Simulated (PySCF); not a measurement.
# A workflow on C4H4O (SMILES c1ccoc1), part 2 of 2

PySCF 2.14.0.

## (4) A single-point energy at NEVPT2(10,10)/pc-0 (density fitting with cc-pvqz-jkfit) (run 3)

Contents of input.py:

```python
from pyscf import gto, mcscf, mrpt

mol = gto.M(
    atom=[
    ('C', (0.278122, 1.004618, -0.098688)),
    ('C', (0.811516, -0.232193, -0.610311)),
    ('C', (0.014458, -1.195111, -0.129308)),
    ('O', (-0.961481, -0.671290, 0.631186)),
    ('C', (-0.786101, 0.660759, 0.638352)),
    ('H', (0.648085, 1.994491, -0.266943)),
    ('H', (1.664673, -0.363266, -1.242668)),
    ('H', (0.010523, -2.257807, -0.233653)),
    ('H', (-1.492010, 1.225206, 1.206998)),
],
    max_memory=1860,
    basis='pc-0',
    verbose=4,
)

mf = mol.RHF()
mf = mf.density_fit(auxbasis='cc-pvqz-jkfit')
mf.kernel()

cas = mcscf.CASSCF(mf, 10, 10)
cas.fix_spin_(ss=0.0)
cas.natorb = True
cas.kernel()
e_pt2 = mrpt.NEVPT(cas).kernel()
e_final = cas.e_tot + e_pt2
print('E = %.10f Eh' % e_final)
```

On the command line:

```console
$ OMP_NUM_THREADS=1 python input.py
```

Standard output:

```text
PySCF version 2.14.0

[INPUT] num. atoms = 9
[INPUT] num. electrons = 36
[INPUT] charge = 0
[INPUT] spin (= nelec alpha-beta = 2S) = 0
[INPUT] symmetry False subgroup None
[INPUT] Mole.unit = angstrom
[INPUT] Symbol           X                Y                Z      unit          X                Y                Z       unit  Magmom
[INPUT]  1 C      0.278122000000   1.004618000000  -0.098688000000 AA    0.525574409216   1.898452879808  -0.186493291781 Bohr   0.0
[INPUT]  2 C      0.811516000000  -0.232193000000  -0.610311000000 AA    1.533542985703  -0.438781178041  -1.153320640809 Bohr   0.0
[INPUT]  3 C      0.014458000000  -1.195111000000  -0.129308000000 AA    0.027321660309  -2.258432478455  -0.244356705715 Bohr   0.0
[INPUT]  4 O     -0.961481000000  -0.671290000000   0.631186000000 AA   -1.816935763973  -1.268554250159   1.192768673660 Bohr   0.0
[INPUT]  5 C     -0.786101000000   0.660759000000   0.638352000000 AA   -1.485515596247   1.248653544341   1.206310451068 Bohr   0.0
[INPUT]  6 H      0.648085000000   1.994491000000  -0.266943000000 AA    1.224703155439   3.769041747910  -0.504449160870 Bohr   0.0
[INPUT]  7 H      1.664673000000  -0.363266000000  -1.242668000000 AA    3.145776056958  -0.686473250366  -2.348302183761 Bohr   0.0
[INPUT]  8 H      0.010523000000  -2.257807000000  -0.233653000000 AA    0.019885588009  -4.266636872126  -0.441540178183 Bohr   0.0
[INPUT]  9 H     -1.492010000000   1.225206000000   1.206998000000 AA   -2.819490275112   2.315303786174   2.280895652898 Bohr   0.0

nuclear repulsion = 162.601283394132
number of shells = 14
number of NR pGTOs = 82
number of NR cGTOs = 53
basis = pc-0
ecp = {}

******** <class 'pyscf.df.df_jk.DFRHF'> ********
method = DFRHF
initial guess = minao
damping factor = 0
level_shift factor = 0
DIIS = <class 'pyscf.scf.diis.CDIIS'>
diis_start_cycle = 1
diis_space = 8
diis_damp = 0
SCF conv_tol = 1e-09
SCF conv_tol_grad = None
SCF max_cycles = 50
direct_scf = False
Set gradient conv threshold to 3.16228e-05
Initial guess from minao.
******** <class 'pyscf.df.df.DF'> ********
auxbasis = cc-pvqz-jkfit
init E= -229.425942606256
  HOMO = -0.214970893573131  LUMO = 0.0579059489022349  gap/eV = 7.42536
cycle= 1 E= -227.903332292629  delta_E= 1.52  |g|= 0.423  |ddm|= 3.51
  HOMO = -0.378650708295499  LUMO = 0.132532226363899  gap/eV = 13.91000
cycle= 2 E= -227.953089248992  delta_E= -0.0498  |g|= 0.168  |ddm|= 0.577
  HOMO = -0.34204936794751  LUMO = 0.156113304045224  gap/eV = 13.55570
cycle= 3 E= -227.958967887634  delta_E= -0.00588  |g|= 0.0536  |ddm|= 0.206
  HOMO = -0.34005858469585  LUMO = 0.161050984755896  gap/eV = 13.63589
cycle= 4 E= -227.959671280086  delta_E= -0.000703  |g|= 0.0113  |ddm|= 0.0704
  HOMO = -0.34216446903315  LUMO = 0.158616743666155  gap/eV = 13.62695
cycle= 5 E= -227.959710285455  delta_E= -3.9e-05  |g|= 0.00359  |ddm|= 0.0155
  HOMO = -0.342101576176315  LUMO = 0.158716790908361  gap/eV = 13.62796
cycle= 6 E= -227.959714810941  delta_E= -4.53e-06  |g|= 0.00108  |ddm|= 0.00536
  HOMO = -0.341902828737421  LUMO = 0.158874598769163  gap/eV = 13.62685
cycle= 7 E= -227.959715529953  delta_E= -7.19e-07  |g|= 0.000391  |ddm|= 0.00196
  HOMO = -0.341913439070854  LUMO = 0.158863560978968  gap/eV = 13.62684
cycle= 8 E= -227.959715665555  delta_E= -1.36e-07  |g|= 9.89e-05  |ddm|= 0.00109
  HOMO = -0.341918306578677  LUMO = 0.158861760830998  gap/eV = 13.62692
cycle= 9 E= -227.959715674401  delta_E= -8.85e-09  |g|= 1.66e-05  |ddm|= 0.000289
  HOMO = -0.341918734442608  LUMO = 0.158861151561016  gap/eV = 13.62691
cycle= 10 E= -227.959715674655  delta_E= -2.55e-10  |g|= 3.03e-06  |ddm|= 5.09e-05
  HOMO = -0.341918612812528  LUMO = 0.158861232299266  gap/eV = 13.62691
Extra cycle  E= -227.959715674661  delta_E= -5.97e-12  |g|= 1.27e-06  |ddm|= 5.37e-06
converged SCF energy = -227.959715674661

******** <class 'pyscf.mcscf.df.DFCASSCF'> ********
CAS (5e+5e, 10o), ncore = 13, nvir = 30
max_cycle_macro = 50
max_cycle_micro = 4
conv_tol = 1e-07
conv_tol_grad = None
orbital rotation max_stepsize = 0.02
orbital rotation threshold for CI restart = 0.01
augmented hessian ah_max_cycle = 30
augmented hessian ah_conv_tol = 1e-12
augmented hessian ah_linear dependence = 1e-14
augmented hessian ah_level shift = 1e-08
[... 10 lines left out ...]
sorting_mo_energy = False
[... 86 lines left out ...]
               |grad[o]|=0.0114  |grad[c]|=0.0102  |ddm|=0.000751  |maxRot[o]|=1.62e-05
macro iter  37 ( 11 JK    2 micro), CASSCF E = -228.080359865737  dE = -2.49847659e-07  S^2 = 0.0000000
               |grad[o]|=0.0114  |grad[c]|=0.0102  |ddm|=0.000744  |maxRot[o]|=1.3e-05
macro iter  38 ( 11 JK    2 micro), CASSCF E = -228.080359965536  dE = -9.97993936e-08  S^2 = 0.0000000
               |grad[o]|=0.0114  |grad[c]|=0.0102  |ddm|=0.00073  |maxRot[o]|=1.07e-05
macro iter  39 ( 14 JK    4 micro), CASSCF E = -228.081771300120  dE = -1.41133458e-03  S^2 = 0.0000000
               |grad[o]|=0.0114  |grad[c]|=0.000622  |ddm|=0.00151  |maxRot[o]|=0.0501
macro iter  40 ( 15 JK    4 micro), CASSCF E = -228.082671277879  dE = -8.99977759e-04  S^2 = 0.0000000
               |grad[o]|=0.00913  |grad[c]|=0.000914  |ddm|=0.00103  |maxRot[o]|=0.038
macro iter  41 ( 21 JK    4 micro), CASSCF E = -228.082656002750  dE =  1.52751288e-05  S^2 = 0.0000000
               |grad[o]|=0.00727  |grad[c]|=0.00466  |ddm|=0.000959  |maxRot[o]|=0.00579
macro iter  42 ( 17 JK    4 micro), CASSCF E = -228.083531148093  dE = -8.75145343e-04  S^2 = 0.0000000
               |grad[o]|=0.00733  |grad[c]|=0.002  |ddm|=0.000952  |maxRot[o]|=0.051
macro iter  43 ( 19 JK    4 micro), CASSCF E = -228.083753393289  dE = -2.22245196e-04  S^2 = 0.0000000
               |grad[o]|=0.00484  |grad[c]|=0.00304  |ddm|=0.000722  |maxRot[o]|=0.0188
macro iter  44 ( 21 JK    4 micro), CASSCF E = -228.083740904917  dE =  1.24883720e-05  S^2 = 0.0000000
               |grad[o]|=0.00402  |grad[c]|=0.00357  |ddm|=0.00066  |maxRot[o]|=0.00293
macro iter  45 ( 20 JK    4 micro), CASSCF E = -228.084059000817  dE = -3.18095900e-04  S^2 = 0.0000000
               |grad[o]|=0.00415  |grad[c]|=0.000764  |ddm|=0.000327  |maxRot[o]|=0.037
macro iter  46 ( 17 JK    4 micro), CASSCF E = -228.084053466370  dE =  5.53444681e-06  S^2 = 0.0000000
               |grad[o]|=0.00216  |grad[c]|=0.00189  |ddm|=0.00044  |maxRot[o]|=0.00186
macro iter  47 ( 20 JK    4 micro), CASSCF E = -228.084157481839  dE = -1.04015469e-04  S^2 = 0.0000000
               |grad[o]|=0.0023  |grad[c]|=0.000529  |ddm|=0.000249  |maxRot[o]|=0.0245
macro iter  48 (  8 JK    3 micro), CASSCF E = -228.084176035943  dE = -1.85541035e-05  S^2 = 0.0000000
               |grad[o]|=0.000902  |grad[c]|=0.000363  |ddm|=0.000239  |maxRot[o]|=0.0138
macro iter  49 (  3 JK    1 micro), CASSCF E = -228.084176524217  dE = -4.88274765e-07  S^2 = 0.0000000
               |grad[o]|=0.000155  |grad[c]|=0.000151  |ddm|=5.96e-05  |maxRot[o]|=0.00245
macro iter  50 (  1 JK    1 micro), CASSCF E = -228.084176524426  dE = -2.08672191e-10  S^2 = 0.0000000
               |grad[o]|=2.38e-05  |grad[c]|=2.52e-05  |ddm|=    0  |maxRot[o]|=    0
1-step CASSCF converged in  50 macro (854 JK 169 micro) steps
CASSCF canonicalization
Natural occ [1.98764768 1.98329567 1.97734686 1.94795342 1.92572033 0.07083955
 0.05516186 0.01833674 0.01756805 0.01612985]
Natural orbital (expansion on meta-Lowdin AOs) in CAS space
               #1        #2        #3        #4        #5
0 C 1s           0.00115  -0.00289   0.00149   0.00000  -0.00000
0 C 2s           0.40320  -0.24574  -0.11680  -0.00002   0.00001
0 C 3s          -0.00541   0.00302   0.00133   0.00000  -0.00000
[... 49 lines of this table left out ...]
8 H 2s          -0.00777   0.01857  -0.00941  -0.00000   0.00000
               #6        #7        #8        #9        #10
0 C 1s           0.00000  -0.00000  -0.00389  -0.00269  -0.00366
0 C 2s          -0.00001   0.00000  -0.39200  -0.30257  -0.32412
0 C 3s          -0.00000  -0.00000   0.00302   0.00435   0.00014
[... 49 lines of this table left out ...]
8 H 2s           0.00000  -0.00000   0.01243  -0.06956  -0.07214
<CAS-nat-orb|mo-hf>  14     7       -0.79538867
<CAS-nat-orb|mo-hf>  14     15       0.48561851
<CAS-nat-orb|mo-hf>  15     8       -0.51815070
<CAS-nat-orb|mo-hf>  15     9        0.49736135
<CAS-nat-orb|mo-hf>  15     14       0.68921829
<CAS-nat-orb|mo-hf>  16     10      -0.51265690
<CAS-nat-orb|mo-hf>  16     16       0.75390390
<CAS-nat-orb|mo-hf>  17     17       0.92563617
<CAS-nat-orb|mo-hf>  18     18       0.99979325
<CAS-nat-orb|mo-hf>  19     19       0.95742120
<CAS-nat-orb|mo-hf>  20     20       0.94230827
<CAS-nat-orb|mo-hf>  21     25      -0.53001163
<CAS-nat-orb|mo-hf>  21     29      -0.41019997
<CAS-nat-orb|mo-hf>  21     31      -0.43178565
<CAS-nat-orb|mo-hf>  21     40       0.45024177
<CAS-nat-orb|mo-hf>  22     27      -0.63806744
<CAS-nat-orb|mo-hf>  22     32      -0.41395824
<CAS-nat-orb|mo-hf>  22     41       0.53119699
<CAS-nat-orb|mo-hf>  23     28       0.42008764
<CAS-nat-orb|mo-hf>  23     29      -0.52950519
<CAS-nat-orb|mo-hf>  23     42      -0.55356272
CASSCF energy = -228.084176524426
CASCI E = -228.084176524426  E(CI) = -23.5105374978586  S^2 = 0.0000000

******** <class 'pyscf.mrpt.nevpt2.NEVPT'> ********
NEVPT2 (5e+5e, 10o), ncore = 13, nvir = 30
root = 0
Natural occ [1.98764768 1.98329567 1.97734686 1.94795342 1.92572033 0.07083955
 0.05516186 0.01833674 0.01756805 0.01612985]
Natural orbital (expansion on meta-Lowdin AOs) in CAS space
               #1        #2        #3        #4        #5
0 C 1s           0.00115  -0.00289   0.00149   0.00000  -0.00000
0 C 2s           0.40320  -0.24574  -0.11680  -0.00002   0.00001
0 C 3s          -0.00541   0.00302   0.00133   0.00000  -0.00000
[... 49 lines of this table left out ...]
8 H 2s          -0.00777   0.01857  -0.00941  -0.00000   0.00000
               #6        #7        #8        #9        #10
0 C 1s           0.00000  -0.00000  -0.00389  -0.00269  -0.00366
0 C 2s          -0.00001   0.00000  -0.39200  -0.30257  -0.32412
0 C 3s          -0.00000  -0.00000   0.00302   0.00435   0.00014
[... 49 lines of this table left out ...]
8 H 2s           0.00000  -0.00000   0.01243  -0.06956  -0.07214
<CAS-nat-orb|mo-hf>  14     7       -0.79538867
<CAS-nat-orb|mo-hf>  14     15       0.48561851
<CAS-nat-orb|mo-hf>  15     8       -0.51815070
<CAS-nat-orb|mo-hf>  15     9        0.49736135
<CAS-nat-orb|mo-hf>  15     14       0.68921829
<CAS-nat-orb|mo-hf>  16     10      -0.51265690
<CAS-nat-orb|mo-hf>  16     16       0.75390390
<CAS-nat-orb|mo-hf>  17     17       0.92563617
<CAS-nat-orb|mo-hf>  18     18       0.99979325
<CAS-nat-orb|mo-hf>  19     19       0.95742120
<CAS-nat-orb|mo-hf>  20     20       0.94230827
<CAS-nat-orb|mo-hf>  21     25      -0.53001163
<CAS-nat-orb|mo-hf>  21     29      -0.41019997
<CAS-nat-orb|mo-hf>  21     31      -0.43178565
<CAS-nat-orb|mo-hf>  21     40       0.45024177
<CAS-nat-orb|mo-hf>  22     27      -0.63806744
<CAS-nat-orb|mo-hf>  22     32      -0.41395824
<CAS-nat-orb|mo-hf>  22     41       0.53119699
<CAS-nat-orb|mo-hf>  23     28       0.42008764
<CAS-nat-orb|mo-hf>  23     29      -0.52950519
<CAS-nat-orb|mo-hf>  23     42      -0.55356272
Using density fitting integrals for NEVPT2
Sr    (-1)',   E = -0.01759417955887
Si    (+1)',   E = -0.00508586621681
Sijrs (0)  ,   E = -0.18936253743937
Sijr  (+1) ,   E = -0.02889788751395
Srsi  (-1) ,   E = -0.04442526234799
Srs   (-2) ,   E = -0.01438084826322
Sij   (+2) ,   E = -0.00433312547715
Sir   (0)' ,   E = -0.04533050562459
Nevpt2 Energy = -0.349410212441943
E = -228.4335867369 Eh
```

Run time: 3.2 min. Hardware: 1 thread of Arm Neoverse V2, shared host; peak memory 0.17 GiB.

## (5) Outcome

This closing draws on all 2 parts.

| quantity | value |
| --- | --- |
| run 1, HF/6-31G*: total energy at the end | -228.62429 Eh |
| run 1, HF/6-31G*: dipole moment | 0.76 D |
| run 1, HF/6-31G*: HOMO energy | -8.66 eV |
| run 1, HF/6-31G*: LUMO energy | 4.88 eV |
| run 1, HF/6-31G*: HOMO–LUMO gap | 13.54 eV |
| run 2, HF/6-31G*: lowest harmonic wavenumber | 660 cm⁻¹ |
| run 2, HF/6-31G*: highest harmonic wavenumber | 3485 cm⁻¹ |
| run 2, HF/6-31G*: zero-point energy | 198.8 kJ/mol |
| run 3, NEVPT2(10,10)/pc-0: total energy | -228.43359 Eh |
| run 3, NEVPT2(10,10)/pc-0: dipole moment (Hartree–Fock density) | 1.12 D |
| run 3, NEVPT2(10,10)/pc-0: HOMO energy (Hartree–Fock orbitals) | -9.30 eV |
| run 3, NEVPT2(10,10)/pc-0: LUMO energy (Hartree–Fock orbitals) | 4.32 eV |
| run 3, NEVPT2(10,10)/pc-0: HOMO–LUMO gap (Hartree–Fock orbitals) | 13.63 eV |

The program (run 2, HF/6-31G*) took a symmetry number of 1 where this shape has 2, so the entropy in its output is too high by R ln(2/1) = 1.38 cal/(mol K). The optimisation (run 1, HF/6-31G*) took 10 steps and changed the energy by -2.028 eV. All 21 modes (run 2, HF/6-31G*) are real, so the shape is a minimum at this level. At HF/6-31G*: The measured dipole moment is 0.66 D (NIST CCCBDB); the computed value is 0.10 D (16 %) too high.
